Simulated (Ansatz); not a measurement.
# H₂Cl (doublet): wave-function methods side by side at distance H1–H2 along a hydrogen transfer = 1.161 Å, cc-pVTZ

How much of the correlation energy of H₂Cl (doublet) does each wave-function method recover here?

Method: cc-pVTZ, correlated electrons: outside noble gas; program: Ansatz 0.2.0, Gaussian basis.

To be run: UHF; CCSD(T) on ROHF; CCSD(T) on UHF; BCCD(T) on ROHF; CISD; CCSDT(Q) on ROHF; CCSDT(Q) on UHF; CASSCF and NEVPT2, 3 electrons in 3 orbitals; CASSCF and MRCISD+Q, 9 electrons in 6 orbitals; CASSCF and NEVPT2, 9 electrons in 6 orbitals.

**1. The system**

The geometry derives from fragments relaxed apart (PBE0/def2-TZVP) and kept rigid, so it is no stationary point. A hydrogen atom is moved between rigid fragments.

3 atoms, charge 0, spin multiplicity 2.

Atoms are counted from 1 here; the program's logs count them from 0.

Bond lengths: H2–Cl3 1.517 Å.

In the tables R marks a restricted open-shell determinant and U an unrestricted one; 'valence' is the active space of 9 electrons in 6 orbitals; 'pair' is the active space of 3 electrons in 3 orbitals; correlation energies count from the lowest restricted Hartree-Fock solution.

**2. UHF**

in.yaml

```yaml
crystal:
  periodic: [false, false, false]
  atoms:
    - {symbol: H, position_ang: [0.000000, 0.000000, -1.279667]}
    - {symbol: H, position_ang: [0.000000, 0.000000, -0.118667]}
    - {symbol: Cl, position_ang: [0.000000, 0.000000, 1.398333]}
basis:
  gaussian: {orbitals: cc-pVTZ}
magnetization: {spin_polarized: true, initial_magnetization: 1}
hamiltonian: {xc: hf}
output: {orbitals: {seedname: orbitals}}
```

Run with:

```bash
ansatz run in.yaml --threads 1 --pin off --events-out ev --progress --plain --max-ram 2393MiB
```

After this run come: CCSD(T) on ROHF; CCSD(T) on UHF; BCCD(T) on ROHF; CISD; CCSDT(Q) on ROHF; CCSDT(Q) on UHF; CASSCF and NEVPT2, 3 electrons in 3 orbitals; CASSCF and MRCISD+Q, 9 electrons in 6 orbitals; CASSCF and NEVPT2, 9 electrons in 6 orbitals.

Q: Predict the results of all the runs planned. Wanted: correlation energy, UCCSDT(Q); RMP2 from UCCSDT(Q); UMP2 from UCCSDT(Q); RCCSD from UCCSDT(Q); RCCSD(T) from UCCSDT(Q); UCCSD(T) from UCCSDT(Q); RCCSDT(Q) from UCCSDT(Q); NEVPT2 pair from UCCSDT(Q); NEVPT2 valence from UCCSDT(Q).

The runs gave:

| quantity | value |
| --- | --- |
| correlation energy, UCCSDT(Q) | -6.8283 eV |
| RMP2 from UCCSDT(Q) | +90.1 kJ/mol |
| UMP2 from UCCSDT(Q) | +92.3 kJ/mol |
| RCCSD from UCCSDT(Q) | +26.7 kJ/mol |
| RCCSD(T) from UCCSDT(Q) | +2.9 kJ/mol |
| UCCSD(T) from UCCSDT(Q) | +2.9 kJ/mol |
| RCCSDT(Q) from UCCSDT(Q) | 0.0 kJ/mol |
| NEVPT2 pair from UCCSDT(Q) | +80.0 kJ/mol |
| NEVPT2 valence from UCCSDT(Q) | +133.6 kJ/mol |
| MRCISD+Q valence from UCCSDT(Q) | +8.2 kJ/mol |
| levels of the table within 1 kcal/mol (43 meV) | RCCSD(T), UCCSD(T), BCCD(T), RCCSDT, UCCSDT, RCCSDT(Q) |
| T1 diagnostic | 0.032 |
| effectively unpaired electrons | 1.02 |

In words: RCCSD(T) misses by +2.9 kJ/mol, 0.4 % of the correlation energy. One determinant dominates. Of the multireference levels listed MRCISD+Q valence comes nearest in total energy (+8.2 kJ/mol), which doesn't show that its space is the better one. These misses are within one basis, not against nature; the frozen cores of restricted and unrestricted runs differ, which can shift their rows.
